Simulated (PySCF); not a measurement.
2-methyltetrahydrothiophene, C₅H₁₀S.
Atom-mapped SMILES: `[CH3:1][C@@H:2]1[CH2:3][CH2:4][CH2:5][S:6]1` (hydrogens: H7, H8, H9 on C1; H10 on C2; H11, H12 on C3; H13, H14 on C4; H15, H16 on C5)

The same species was optimised twice, with GFN2-xTB and with PBE0-D3(BJ)/def2-SVP (PySCF), and the same property calculations (PySCF, gas phase) were run on both structures.

```csv
coordinate,GFN2-xTB,PBE0-D3(BJ)/def2-SVP,change
C4–C5 (Å),1.519,1.524,+0.005
C3–C4 (Å),1.523,1.521,-0.002
C5–S6 (Å),1.827,1.829,+0.002
C2–S6 (Å),1.847,1.846,-0.001
C1–C2 (Å),1.517,1.516,-0.001
C2–C3 (Å),1.525,1.526,+0.001
C1–C2–C3 (°),113.5,114.5,+1.0
C1–C2–S6 (°),110.8,111.4,+0.6
C3–C4–C5 (°),105.7,106.2,+0.5
C3–C2–S6 (°),105.6,105.1,-0.5
C4–C5–S6 (°),105.6,106.0,+0.4
C2–S6–C5 (°),94.0,94.3,+0.3
C2–C3–C4 (°),107.2,107.2,0.0
```

Rotational constants: A = 4187, B = 2837, C = 1876 MHz (GFN2-xTB) against A = 4212, B = 2800, C = 1851 MHz (PBE0-D3(BJ)/def2-SVP). Point groups within 0.08 Å: C1 and C1. Atoms that the bonding makes alike are paired by their places after alignment.

On the GFN2-xTB structure: lowest singlet, TDDFT (eV) 5.15 [CAM-B3LYP/def2-SVPD]; isotropic polarisability (au) 77.8 [CAM-B3LYP/def2-SVPD]; HOMO (eV) -7.48 [CAM-B3LYP/def2-SVPD]; LUMO (eV) 1.31 [CAM-B3LYP/def2-SVPD]; dipole (D) 2.11 [CAM-B3LYP/def2-SVPD]; HOMO (eV) -6.13 [PBE0/pcSseg-1]; LUMO (eV) 1.02 [PBE0/pcSseg-1]; dipole (D) 2.10 [PBE0/pcSseg-1]; GIAO shielding of C1 (ppm) 162.2 [PBE0/pcSseg-1]; GIAO shielding of C2 (ppm) 136.9 [PBE0/pcSseg-1]; GIAO shielding of C3 (ppm) 143.8 [PBE0/pcSseg-1]; GIAO shielding of C4 (ppm) 151.1 [PBE0/pcSseg-1]; GIAO shielding of C5 (ppm) 148.3 [PBE0/pcSseg-1]; GIAO shielding of S6 (ppm) 470.1 [PBE0/pcSseg-1].

Task: What do these properties become on the PBE0-D3(BJ)/def2-SVP structure?

Result: 
```tsv
property	level	on GFN2-xTB	on PBE0-D3(BJ)/def2-SVP	change
lowest singlet, TDDFT (eV)	CAM-B3LYP/def2-SVPD	5.15	5.17	+0.02
isotropic polarisability (au)	CAM-B3LYP/def2-SVPD	77.8	78.8	+1.0
HOMO (eV)	CAM-B3LYP/def2-SVPD	-7.48	-7.50	-0.02
LUMO (eV)	CAM-B3LYP/def2-SVPD	1.31	1.30	-0.01
dipole (D)	CAM-B3LYP/def2-SVPD	2.11	2.09	-0.02
energy, GFN2-xTB geometry as zero (kcal/mol)	CAM-B3LYP/def2-SVPD	0.0	-0.6	-0.6
HOMO (eV)	PBE0/pcSseg-1	-6.13	-6.15	-0.02
LUMO (eV)	PBE0/pcSseg-1	1.02	1.01	-0.01
dipole (D)	PBE0/pcSseg-1	2.10	2.08	-0.02
energy, GFN2-xTB geometry as zero (kcal/mol)	PBE0/pcSseg-1	0.0	-0.4	-0.4
GIAO shielding of C1 (ppm)	PBE0/pcSseg-1	162.2	161.3	-0.9
GIAO shielding of C2 (ppm)	PBE0/pcSseg-1	136.9	135.6	-1.3
GIAO shielding of C3 (ppm)	PBE0/pcSseg-1	143.8	142.3	-1.5
GIAO shielding of C4 (ppm)	PBE0/pcSseg-1	151.1	150.4	-0.7
GIAO shielding of C5 (ppm)	PBE0/pcSseg-1	148.3	146.7	-1.6
GIAO shielding of S6 (ppm)	PBE0/pcSseg-1	470.1	473.8	+3.7
```

The heavy atoms differ by 0.037 Å rms after alignment. Among bonds between heavy atoms C4–C5 changes most (+0.005 Å). Changes are differences of the printed values. Neither structure is proved a minimum here.
